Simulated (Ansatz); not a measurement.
H₂Al–P, H2Al–As: vertical ionisation energies

Ansatz 0.2.0, basis cc-pVDZ; geometries are PBE0/def2-TZVP minima. Wave-function levels freeze the cores with the filled d shells of p-block atoms; HF, MP2 and coupled cluster are restricted for singlets and unrestricted otherwise, restricted open-shell where a d shell is frozen. The reference is CCSDT(Q) or CCSDTQ (coupled cluster only where its series has nearly closed). An error is the level's value less the reference. None of these values is a measured one. Energies are electronic, without zero-point terms. No spin–orbit coupling and no scalar relativity. The set is small: such energies can lie up to about 0.3 eV from the limit, spin gaps mostly less, so near ties and functionals' places can change in larger sets. The species are chosen: bound, without strong static correlation by their natural occupations or amplitudes, in their lowest spin state as far as vertical gaps and like structures tell, with only the lowest ion state computed, and with a ladder that closes on the reference, so errors are smaller than for species at large; levels whose determinant breaks symmetry or spin markedly are left out.

| species | bonds (Å) | quantity | symmetry of the states | reference | value (eV) | error CCSD | error CCSD(T) | error CCSDT |
| --- | --- | --- | --- | --- | --- | --- | --- | --- |
| H2Al–P, triplet | Al–P 2.334, Al–H 1.588, angles at Al 120/121° | vertical ionisation to the quartet | A2 / A2 | CCSDT(Q) | 8.966 | -0.017 | -0.002 | -0.002 |
| H2Al–As, triplet | Al–As 2.435, Al–H 1.589, angles at Al 120° | vertical ionisation to the quartet | A2 / A2 | CCSDTQ | 8.761 | -0.022 | -0.003 | -0.002 |

The reference falls from P to As, by 0.205 eV in all.
